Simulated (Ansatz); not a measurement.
Cartesian coordinates (Å):
```xyz
6

C     -0.4871    -0.0011    -0.0035
C      0.9705     0.0022     0.0069
N      2.1413     0.0047     0.0153
H     -0.8812    -0.3438     0.9739
H     -0.8678    -0.6799    -0.7924
H     -0.8758     1.0179    -0.2003
```
Charge +1, spin multiplicity 2.

The numbers are results of frozen-core CCSD(T)/cc-pVTZ // PBE-D3(BJ)/def2-SVP (Ansatz, a first-principles code), not measurements. The geometry is that of the parent before the electron was removed.

- HF energy: -131.57417 Ha
- MP2 correlation energy: -0.44558 Ha

Estimate the CCSD correlation energy, the (T) correction, the total energy and the T1 diagnostic.


```
Quantity                        Result
-----------------------  -------------
CCSD correlation energy    -0.47790 Ha
(T) correction             -0.02120 Ha
CCSD(T) total energy     -132.07326 Ha
T1 diagnostic                    0.025
```
